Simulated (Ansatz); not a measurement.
**H₂Si–Si, triplet in cc-pVTZ: errors against UCCSDT(Q)**

Geometry: that of the H2Si–Si, singlet, kept fixed.

```xyz
4

Si    0.0000    0.0000    1.0300
Si    0.0000    0.0000   -1.1633
H     0.0000    1.2361    1.8580
H     0.0000   -1.2361    1.8580
```

Basis cc-pVTZ; Ansatz 0.2.0. Only valence electrons are correlated (noble-gas cores frozen), which leaves 10 electrons in 86 orbitals. R marks a restricted (for open shells ROHF) determinant, U an unrestricted one. Active spaces: valence = (10e, 10o) chosen from the atoms' valence shells.

Full CI isn't at hand for all of this; UCCSDT(Q) serves as the reference, and is uncertain by about the last step of the cluster series. The frozen core follows each run's orbitals, which can shift R against U totals by a few meV.

```
UHF ⟨S²⟩                          : 2.036
T1 diagnostic (RCCSD)             : 0.0206
largest doubles amplitude (RCCSD) : 0.049
T1 diagnostic (UCCSD)             : 0.0215
```

| level | E − E(UCCSDT(Q)) (mEh) | share of correlation (%) | wall time |
| --- | --- | --- | --- |
| RHF | 240.62 | 0.00 | – |
| UHF | 234.34 | 2.61 | – |
| RMP2 | 48.14 | 79.99 | – |
| UMP2 | 50.44 | 79.04 | – |
| RCCSD | 12.18 | 94.94 | – |
| UCCSD | 11.91 | 95.05 | – |
| RCCSD(T) | 2.22 | 99.08 | 3.8 s (H100) |
| UCCSD(T) | 2.26 | 99.06 | 2.3 s (H100) |
| BCCD(T) | 2.21 | 99.08 | 5.5 s (H100) |
| RCCSDT | 0.58 | 99.76 | – |
| UCCSDT | 0.53 | 99.78 | – |
| RCCSDT(Q) | 0.05 | 99.98 | 19 s (H100) |
| CASSCF (valence space) | 176.72 | 26.55 | – |
| NEVPT2 (valence space) | 47.75 | 80.15 | 8 s (H100) |
| MRCISD (valence space) | 18.07 | 92.49 | – |
| MRCISD+Q (valence space) | 3.13 | 98.70 | 11 s (H100) |

The correlation energy at UCCSDT(Q), counted from RHF, is -6.548 eV. That run took 16 s on 2 threads of AMD EPYC 7R13 with a shared H100 80 GB, shared host.

Times hold each run's SCF and search for its determinant on a shared host, so for small cases they say little of a method's own cost.

Natural occupations of CASSCF (valence space) about the gap: 1.988 1.980 1.975 1.930 1.000 1.000 0.048 0.038 0.022 0.020; effectively unpaired electrons, Σ n²(2−n)², 2.04.
